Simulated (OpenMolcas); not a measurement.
# H3NO (hydroxylamine): levels of theory compared

Wanted: a comparison of 6 runs (HF/3-21G, B3LYP/6-31G*, PBE/def2-SVP, PBE/aug-cc-pVDZ, MP2/aug-cc-pVDZ) of H3NO (hydroxylamine). 

The results are computed with OpenMolcas 26.06.

4 further runs of the same task are left out: 1 that didn't finish, 3 set aside as unsound or not needed.

### Step 1. The molecule

H3NO has 5 atoms, charge 0, and is taken as a singlet. As SMILES, `NO`. The coordinates come from a GFN2-xTB relaxation. This is one conformer, not always the lowest.

Bond lengths: N1–O2 1.432 Å, N1–H3 1.020 Å, N1–H4 1.020 Å, O2–H5 0.966 Å. Angles: N1–O2–H5 105.0°, O2–N1–H3 105.6°, O2–N1–H4 105.6°, H3–N1–H4 107.4°.

### Step 2. Energy and forces at HF/3-21G (run 1)

Input file mol.input:

```
&GATEWAY
  BASLIB=$CurrDir
  COORD
  5
  angstrom
  N       -0.178910      -0.366440      -0.312920
  O        0.371730       0.674250       0.501760
  H       -0.161770      -1.206140       0.265260
  H       -1.156690      -0.114310      -0.454620
  H        1.125640       1.012630       0.000530
  BASIS=3-21G
  GROUP=NoSym

&SEWARD

&SCF
  THRESHOLDS=1e-10 1e-07 1e-07 1e-05
  PRORBITALS=0

&ALASKA
```

The basis set 3-21G is read from a file made from the Basis Set Exchange's data (not shown).

Run with:

```
$ export MOLCAS_MEM=1860
$ pymolcas mol.input > mol.log
```

Standard output:

```text
--- Start Module: gateway ---
[...]
--- Stop Module: gateway /rc=_RC_ALL_IS_WELL_ ---
[...]
      Basis functions           24
[...]
--- Start Module: scf ---
[...]
       Convergence after  12 Iterations
[...]
::    Total SCF energy                               -130.2552478393
[...]
      Total spin, S                                     0.0000000000
[...]
      Total electronic charge=   18.000000
      Total            charge=   -0.000000
[...]
      Dipole Moment (debye):
      Origin of the operator (angstrom)=    0.0983    0.1618    0.1046
                   X= -3.3099E-01               Y= -5.8771E-01               Z= -3.7740E-01           Total=  7.7291E-01
      Quadrupole Moment (debye*angstrom):
[...]
--- Stop Module: scf /rc=_RC_ALL_IS_WELL_ ---
--- Start Module: alaska ---
[...]
 *              Molecular gradients               *
 **************************************************
  Irreducible representation: a
 ------------------------------------------------------------------------------------------
                              X                       Y                       Z
 ------------------------------------------------------------------------------------------
  N1                2.01372160934596E-02    2.55675459671045E-02    1.10014379302772E-02
  O2               -8.67331883353928E-03   -1.84533345972224E-02   -1.62580752020736E-02
  H3               -2.78771631438546E-03   -7.80276443571104E-03    4.36547854027181E-03
  H4               -9.46421485145477E-03   -6.18568166278477E-04   -2.73956545428056E-04
  H5                7.88033905923857E-04    1.30712123210452E-03    1.16511527695229E-03
 ------------------------------------------------------------------------------------------
--- Stop Module: alaska /rc=_RC_ALL_IS_WELL_ ---
[...]
```

Wall time 1.9 s (1 thread of Arm Neoverse V1, shared host); peak memory 0.37 GiB.

### Step 3. Energy and forces at B3LYP/6-31G(d) (spherical functions) (run 2)

Input file test.input:

```
>>> EXPORT MOLCAS_PRINT=2

&GATEWAY
  BASLIB = $CurrDir
  COORD
  5
  angstrom
  N       -0.178910      -0.366440      -0.312920
  O        0.371730       0.674250       0.501760
  H       -0.161770      -1.206140       0.265260
  H       -1.156690      -0.114310      -0.454620
  H        1.125640       1.012630       0.000530
  BASIS = 6-31Gs
  GROUP = NoSym

&SEWARD
  GRIDINPUT
  Grid=UltraFine
  End of Grid

&SCF
  KSDFT = B3LYP
  THRESHOLDS = 1e-10 1e-07 1e-07 1e-05
  PRORBITALS = 0

&ALASKA
```

The basis set 6-31G* is read from a file made from the Basis Set Exchange's data (not shown).

Run with:

```
$ export MOLCAS_MEM=1860
$ pymolcas test.input > test.log
```

Standard output:

```text
--- Start Module: gateway ---
[...]
--- Stop Module: gateway /rc=_RC_ALL_IS_WELL_ ---
[...]
      Basis functions           34
[...]
--- Start Module: scf ---
[...]
       Convergence after  12 Iterations
[...]
::    Total KS-DFT energy                            -131.7010653975
[...]
      Total spin, S                                     0.0000000000
[...]
      Total electronic charge=   18.000000
      Total            charge=   -0.000000
[...]
      Dipole Moment (debye):
      Origin of the operator (angstrom)=    0.0983    0.1618    0.1046
                   X= -2.6383E-01               Y= -4.3346E-01               Z= -2.4588E-01           Total=  5.6387E-01
      Quadrupole Moment (debye*angstrom):
[...]
--- Stop Module: scf /rc=_RC_ALL_IS_WELL_ ---
[...]
--- Start Module: alaska ---
[...]
 *              Molecular gradients               *
 **************************************************
  Irreducible representation: a
 ------------------------------------------------------------------------------------------
                              X                       Y                       Z
 ------------------------------------------------------------------------------------------
  N1               -7.17207475395804E-03    1.67733997546904E-03    1.24583533526819E-02
  O2                6.55240332918239E-03   -1.53911571037213E-03   -1.13908518674632E-02
  H3                1.32199229350546E-03   -2.10262407672523E-03   -3.40726012410553E-03
  H4                3.16640655426692E-04   -1.18494671906333E-03   -3.95058024127481E-03
  H5               -1.01896152415382E-03    3.14934653067844E-03    6.29033888015451E-03
 ------------------------------------------------------------------------------------------
--- Stop Module: alaska /rc=_RC_ALL_IS_WELL_ ---
[...]
```

Run time: 8.4 s. Hardware: 1 thread of Arm Neoverse V1, shared host; peak memory 0.37 GiB.

Run 3 isn't shown in full; the table further down has it.

### Step 4. Energy and gradient at PBE/def2-SVP (run 4)

Input file test.input:

```
* H3NO Kohn-Sham DFT
&GATEWAY
BASLIB = $CurrDir
COORD
5
angstrom
N       -0.178910      -0.366440      -0.312920
O        0.371730       0.674250       0.501760
H       -0.161770      -1.206140       0.265260
H       -1.156690      -0.114310      -0.454620
H        1.125640       1.012630       0.000530
BASIS = def2-SVP
GROUP = NoSym
&SEWARD
GRIDINPUT
Grid=UltraFine
End of Grid
&SCF
KSDFT = PBE
THRESHOLDS = 1e-10 1e-07 1e-07 1e-05
PRORBITALS = 0
&ALASKA
```

The basis set def2-SVP is read from a file made from the Basis Set Exchange's data (not shown).

Run with:

```
$ export MOLCAS_MEM=1860
$ pymolcas test.input > test.log
```

Standard output:

```text
--- Start Module: gateway ---
[...]
--- Stop Module: gateway /rc=_RC_ALL_IS_WELL_ ---
[...]
      Basis functions           43
[...]
--- Start Module: scf ---
[...]
       Convergence after  13 Iterations
[...]
::    Total KS-DFT energy                            -131.4634985870
[...]
      Total spin, S                                     0.0000000000
[...]
      Total electronic charge=   18.000000
      Total            charge=   -0.000000
[...]
      Dipole Moment (debye):
      Origin of the operator (angstrom)=    0.0983    0.1618    0.1046
                   X= -2.2533E-01               Y= -3.9763E-01               Z= -2.4629E-01           Total=  5.1917E-01
      Quadrupole Moment (debye*angstrom):
[...]
--- Stop Module: scf /rc=_RC_ALL_IS_WELL_ ---
[...]
--- Start Module: alaska ---
[...]
 *              Molecular gradients               *
 **************************************************
  Irreducible representation: a
 ------------------------------------------------------------------------------------------
                              X                       Y                       Z
 ------------------------------------------------------------------------------------------
  N1               -1.73110000397948E-02   -7.63537877122289E-03    1.23673952418724E-02
  O2                1.05421528372523E-02    1.82721505564754E-03   -1.16351424731240E-02
  H3                2.62532605852391E-03    6.10277070693277E-03   -7.27657739372578E-03
  H4                9.31534989001470E-03   -1.42686532868053E-03   -2.26057977772331E-03
  H5               -5.17182874599298E-03    1.13225833735808E-03    8.80490440271453E-03
 ------------------------------------------------------------------------------------------
--- Stop Module: alaska /rc=_RC_ALL_IS_WELL_ ---
[...]
```

Wall time 9.9 s (1 thread of Arm Neoverse V1, shared host); peak memory 0.38 GiB.

Run 5 isn't shown in full; the table further down has it.

### Step 5. A single-point energy at MP2/aug-cc-pVDZ (run 6)

Input file calc.inp:

```
* H3NO MP2
>>> EXPORT MOLCAS_PRINT=2

&GATEWAY
  BasLib
  $CurrDir
  Coord
  5
  angstrom
  N       -0.178910      -0.366440      -0.312920
  O        0.371730       0.674250       0.501760
  H       -0.161770      -1.206140       0.265260
  H       -1.156690      -0.114310      -0.454620
  H        1.125640       1.012630       0.000530
  Basis
  aug-cc-pVDZ
  Group
  NoSym

&SEWARD

&SCF
  Thresholds
  1e-10 1e-07 1e-07 1e-05
  PrOrbitals
  1 1

&MBPT2
  Frozen
  2
```

The basis set aug-cc-pVDZ is read from a file made from the Basis Set Exchange's data (not shown).

Run with:

```
$ export MOLCAS_MEM=1860
$ pymolcas calc.inp > calc.log
```

Standard output:

```text
--- Start Module: gateway ---
[...]
--- Stop Module: gateway /rc=_RC_ALL_IS_WELL_ ---
[...]
      Basis functions           73
[...]
--- Start Module: scf ---
[...]
       Convergence after  13 Iterations
[...]
::    Total SCF energy                               -131.0132721327
[...]
      Total spin, S                                     0.0000000000
[...]
      Total electronic charge=   18.000000
      Total            charge=   -0.000000
[...]
      Dipole Moment (debye):
      Origin of the operator (angstrom)=    0.0983    0.1618    0.1046
                   X= -2.7827E-01               Y= -5.1128E-01               Z= -3.4312E-01           Total=  6.7570E-01
      Quadrupole Moment (debye*angstrom):
[...]
--- Stop Module: scf /rc=_RC_ALL_IS_WELL_ ---
[...]
--- Start Module: mbpt2 ---
[...]
WARNING!
Default frozen orbitals as non valence orbitals is overwritten by user input.
Default values:   2
[...]
       Reference weight ( Cref**2 )         =        0.89736
::    Total MBPT2 energy                             -131.4055099377
[...]
      Total MBPT2 calculations                           0.12      0.14
--- Stop Module: mbpt2 /rc=_RC_ALL_IS_WELL_ ---
[...]
```

Run time: 4.2 s. Hardware: 1 thread of Arm Neoverse V1, shared host; peak memory 0.42 GiB.

### Step 6. The series

```tsv
run	level	integration grid	Cartesian functions	energy (Eh)	dipole moment (D) of the reference	HOMO energy (eV)	LUMO energy (eV)	wall time
1	HF/3-21G	–	no	-130.255248	0.77	-10.91	7.41	1.9 s
2	B3LYP/6-31G* (spherical functions)	UltraFine	no	-131.701065	0.56	-6.64	2.27	8.4 s
3	B3LYP/6-31G* (Cartesian functions)	UltraFine	yes	-131.704090	0.57	-6.66	2.22	8.4 s
4	PBE/def2-SVP	UltraFine	no	-131.463499	0.52	-5.19	1.18	9.9 s
5	PBE/aug-cc-pVDZ	UltraFine	no	-131.598756	0.51	-5.89	-0.65	21 s
6	MP2/aug-cc-pVDZ	–	no	-131.405510	0.68	-11.53	1.06	4.2 s
```

### Step 7. What came out

| quantity | value |
| --- | --- |
| run 6: total energy | -131.40551 Eh |
| run 6: dipole moment (mean-field density) | 0.68 D |
| run 6: HOMO energy (Hartree–Fock orbitals) | -11.53 eV |
| run 6: LUMO energy (Hartree–Fock orbitals) | 1.06 eV |
| run 6: HOMO–LUMO gap (Hartree–Fock orbitals) | 12.59 eV |
| run 6: correlation energy (2 core orbitals frozen) | -392.2 mEh |

Over runs 1, 2, 3, 4, 5 the dipole moment (its size) runs from 0.51 D (PBE/aug-cc-pVDZ) to 0.77 D (HF/3-21G). The two ends differ in method and basis. Over runs 1, 2, 3, 4, 5 the HOMO–LUMO gap runs from 5.24 eV (PBE/aug-cc-pVDZ) to 18.32 eV (HF/3-21G). Totals of different functionals can't be ranked against each other. All runs together took 54 s, the longest 21 s.
